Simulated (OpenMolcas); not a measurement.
**Run times for CH5OSi (SMILES C[SiH]O)**

CH5OSi has 8 atoms, charge 0, and is taken as a doublet. As SMILES, `C[SiH]O`. The coordinates come from a PBE0-D4/def2-TZVP relaxation. This is one conformer, not always the lowest.

```
atom    x (Å)    y (Å)    z (Å)
   C  -0.6882   0.9018  -0.0994
  Si   0.6703  -0.3234  -0.4584
   O   0.2012  -1.7536   0.2346
   H  -1.6286   0.5890  -0.5571
   H  -0.4247   1.8870  -0.4909
   H  -0.8416   0.9864   0.9807
   H   1.9746   0.1329   0.1294
   H   0.8289  -2.4772   0.2054
```

Program: OpenMolcas 26.06. Hardware: 1 thread of Arm Neoverse V2, shared host, so times are rough. Two-electron integrals are exact unless an approximation is named.

**Question.** Estimate their order by wall time, quickest first.
A. energy at ROCCSD/6-31+G* (spherical functions), 7 core orbitals frozen
B. gradient at UHF/STO-3G
C. gradient at UHF/def2-SVP

**Answer.** B (1.8 s), C (4.5 s), A (13 s).
